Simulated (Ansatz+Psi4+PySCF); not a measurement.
Two shapes of doublet PH₃(+).

Shape 1:

```xyz
4

P     0.0087   -0.0044    0.1269
H    -0.0040    1.2088   -0.6272
H     1.0486   -0.6036   -0.6266
H    -1.0331   -0.5930   -0.6246
```

Shape 2:

```xyz
4

P     0.0201   -0.0132    0.1426
H    -0.0172    1.2160   -0.6423
H     1.0227   -0.5756   -0.6227
H    -1.0146   -0.5900   -0.6357
```

Basis set: cc-pVTZ on H; cc-pV(T+d)Z on P (spherical functions). Correlated methods keep 5 orbitals frozen. Correlation on ROHF uses semicanonical orbitals with singles. Charge 1, multiplicity 2.

Computed with Ansatz (development build ahead of 0.2.0) and Psi4 1.11; each method stands on the lowest determinant of its kind that the runs found.

Q: Which shape is lower in energy, and by how much in each method?

A:

```json
{"method": "ROHF", "E(2) − E(1) (eV)": "0.159"}
{"method": "UHF", "E(2) − E(1) (eV)": "0.158"}
{"method": "ROHF-MP2", "E(2) − E(1) (eV)": "0.143"}
{"method": "UHF-MP2", "E(2) − E(1) (eV)": "0.143"}
```

Shape 1 is lower.
